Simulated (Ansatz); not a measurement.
The same path of H3P + H4OSi (10 atoms, charge 0, multiplicity 1) was run twice with different band settings. Lost on the way: Si1–H2, P7–H10. Made: Si1–P7, H2–H10.

Level of theory: RKS BHLYP-D4/def2-SVP (Ansatz).

Relaxed end points:

```xyz
10
Properties=species:S:1:pos:R:3
Si -0.325 0.231 -0.132
H -0.239 0.393 1.340
H 1.024 0.261 -0.725
H -1.125 1.359 -0.669
O -0.994 -1.228 -0.544
H -1.862 -1.449 -0.219
P 1.891 -2.906 1.394
H 0.702 -2.708 0.650
H 2.693 -2.179 0.479
H 1.665 -1.789 2.237
```

```xyz
10
Properties=species:S:1:pos:R:3
Si 0.294 -0.425 -0.604
H -0.031 -0.064 3.002
H 0.874 0.216 -1.798
H -0.082 0.608 0.392
O -1.034 -1.260 -1.133
H -1.558 -1.742 -0.501
P 1.899 -1.692 0.357
H 1.016 -2.345 1.254
H 1.842 -2.711 -0.626
H 0.211 -0.602 3.471
```

Common settings: climbing image yes; spring 5.0 eV/Å²; optimiser quadratic models (default); start path through a guess of the saddle point; force threshold 0.03 eV/Å; iteration limit 60; end points relaxed.

| run | movable images |
| --- | --- |
| 1 | 5 |
| 2 | 1 |

(1) What does each run give, and how far can it be trusted?

Results:

(1) Run 1: converged after 31 iterations, highest image 2.980 eV above the first end. The profile has 2 maxima (images 1, 3) with wells between them (image 2): this band takes more than one step, which may be the mechanism or a detour left from its start path. A structure lower than the last end lies on the path between it and the top, so the climb from that side starts below the end, which may itself be a saddle point or a shallow side well. Neighbouring images differ by up to 3.0 eV, so the band resolves the path poorly. A vibrational analysis at the climbing image gives one clearly imaginary mode, 1392i cm⁻¹: a first-order saddle point.
Run 2: converged after 50 iterations, highest image 0.219 eV above the first end. The order of the stationary point at the top wasn't checked. A band with more images between the same ends climbed to 2.98 eV, so this one has probably stepped over the top. So few images can step over the top or miss a turn of the path.
The orbitals stay closed-shell, which can raise the energy where a bond breaks towards radicals; this wasn't checked here.
